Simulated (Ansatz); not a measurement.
Two isomers of C4H10: A = `CCCC`, B = `CC(C)C`.

Gas-phase electronic energies from Ansatz, PBE0-D4/def2-TZVP geometries. CBS: MP2 limit from def2 TZ/QZ plus the TZ coupled-cluster correction, frozen cores. Functionals use def2-TZVPP. B3LYP here is the variant with VWN-RPA as its local correlation; programs differ in this. One conformer a species, not always the lowest.

**Question.** Which is lower in electronic energy at CCSD(T)/CBS, and by how much? (An estimate is asked.)

**Answer.** Computed: B, by 1.5 kcal/mol.

**Question.** Give E(B) − E(A) in kcal/mol with B3LYP-D4, r2SCAN-D4, PBE0-D4, ωB97M-V, CCSD/def2-TZVPP, CCSD(T)/def2-TZVPP, BLYP-D4. (An estimate is asked.)

**Answer.** Computed: B3LYP-D4 -1.1, r2SCAN-D4 -1.4, PBE0-D4 -1.1, ωB97M-V -1.4, CCSD/def2-TZVPP -1.3, CCSD(T)/def2-TZVPP -1.6, BLYP-D4 -1.2. None reverses the order clearly.

**Question.** Does the order hold for the free energy at 298.15 K (harmonic terms from PBE0-D4)? (Estimate.)

**Answer.** Computed: Yes: G(B) − G(A) = -1.3 kcal/mol, for one conformer each.

Largest T1 diagnostic: 0.008.

In def2-TZVPP, CCSD(T) changes the Hartree–Fock value by −1.2 kcal/mol (the triples alone add −0.2 kcal/mol) and MP2 by −1.6 kcal/mol. Leaving LDA and LC-ωPBE aside and taking each functional with its dispersion term where it has one, the values, not all of them listed here, spread over 0.4 kcal/mol, from B97M-V to B2PLYP. LDA lies −0.9 kcal/mol from PBE without D4.
